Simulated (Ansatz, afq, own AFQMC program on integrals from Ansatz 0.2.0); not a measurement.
Where AFQMC and coupled cluster stand for CH3, doublet

```yaml
atoms:
  - { symbol: C, position_ang: [0.0326, -0.0547, 0.0002] }
  - { symbol: H, position_ang: [1.1125, -0.0407, -0.0002] }
  - { symbol: H, position_ang: [-1.0052, 1.6900, -0.0050] }
  - { symbol: H, position_ang: [-0.4953, -0.9970, 0.0032] }
```

Basis 6-31G. Only valence electrons are correlated. Integrals, coupled cluster, full CI and functionals: Ansatz 0.2.0; the random walks run on the same integrals in our own AFQMC program. The CISD trial takes its coefficients from CCSD amplitudes. Released means that phaseless walkers are propagated on without the constraint, phases kept. Error bars are statistical, one sigma.

Determinant: ROHF, the one that the program's search chose, which needn't be the lowest solution. The geometry is a point of a scan.

Full CI on the same integrals is exact in this basis and with this determinant's frozen core.

Cautions: a spin-contaminated unrestricted determinant lies lower (UHF 1.39 eV lower, ⟨S²⟩ 1.49); strong correlation (T1 0.051, weight of the determinant 0.82, largest double 0.30).

The T1 diagnostic is 0.0508 and the weight of the determinant in the CISD state is 0.821. The size of the correlated space is 7 electrons in 14 orbitals.

Reference: full CI, correlation energy -3.936 eV. The released energy is read at 2.40 1/Eh (meV from the phaseless value at times in 1/Eh: 1 ± 3 at 0.24, -1 ± 3 at 0.51, -4.2 ± 1.7 at 0.99, -8 ± 3 at 1.62, -9 ± 3 at 2.40).

```csv
level,E − E(reference) (kcal/mol),share of correlation (%)
HF,90.76,0.00
MP2,29.58,67.41
CCSD,2.86,96.85
CCSD(T),0.39,99.57
CCSDT,0.10,99.89
CCSDT(Q),-0.01,100.01
CCSDTQ,0.01,99.99
ph-AFQMC/CISD,0.29 ± 0.11,99.68
released AFQMC,0.09 ± 0.06,99.90
```

CCSDT and higher add their correlation energy to the determinant of the CCSD(T) run, since their own runs factorise the integrals more tightly (a shift of under 2 meV). A walk keeps the symmetry of its determinant, which the program's search chose and which needn't be the lowest solution, so a lower state of the same spin and another symmetry isn't excluded. Released energies are given only where the last usable release times agree within the noise; a slower fall can still hide under it.
